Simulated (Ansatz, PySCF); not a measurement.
AlCl₃, SMILES [Cl][Al]([Cl])[Cl]. Atoms are numbered in the order given.

```xyz
4

Al     0.0000     0.0001     0.0009
Cl     1.8052    -1.0424     0.0008
Cl    -1.8052    -1.0424     0.0008
Cl     0.0000     2.0847     0.0009
```

Geometry: B3LYP-D3(BJ)/def2-SVP. The isomer is the one that the SMILES or the coordinates give; other isomers of the formula were not compared.

Two levels are set side by side: PBE-D3(BJ)/def2-SVP (Ansatz, a quantum-chemistry and plane-wave program) and B3LYP-D3(BJ)/def2-SVP (PySCF). Each level has its own optimised geometry; the coordinates shown are those of the second. Frequencies come from the Hessian of PySCF at each geometry. Differences are taken from unrounded values.

```tsv
quantity	B3LYP-D3(BJ)
mean bond length (Å)	2.085
bond Al1–Cl2 (Å)	2.085
bond Al1–Cl3 (Å)	2.085
bond Al1–Cl4 (Å)	2.085
highest harmonic wavenumber (cm⁻¹)	630
mean harmonic wavenumber (cm⁻¹)	357
zero-point energy (kcal/mol)	3.06
```

What does PBE-D3(BJ) give, and how far is it from B3LYP-D3(BJ)? (Estimate from the structure and the level; the computed values follow.)


```tsv
quantity	PBE-D3(BJ)	PBE-D3(BJ) minus B3LYP-D3(BJ)
mean bond length (Å)	2.092	0.008
bond Al1–Cl2 (Å)	2.092	0.008
bond Al1–Cl3 (Å)	2.092	0.008
bond Al1–Cl4 (Å)	2.092	0.008
highest harmonic wavenumber (cm⁻¹)	620	-10
mean harmonic wavenumber (cm⁻¹)	349	-8
zero-point energy (kcal/mol)	2.99	-0.07
```

Exact exchange shortens and stiffens bonds; PBE has none. Differences between two approximate levels are no errors against the true value.
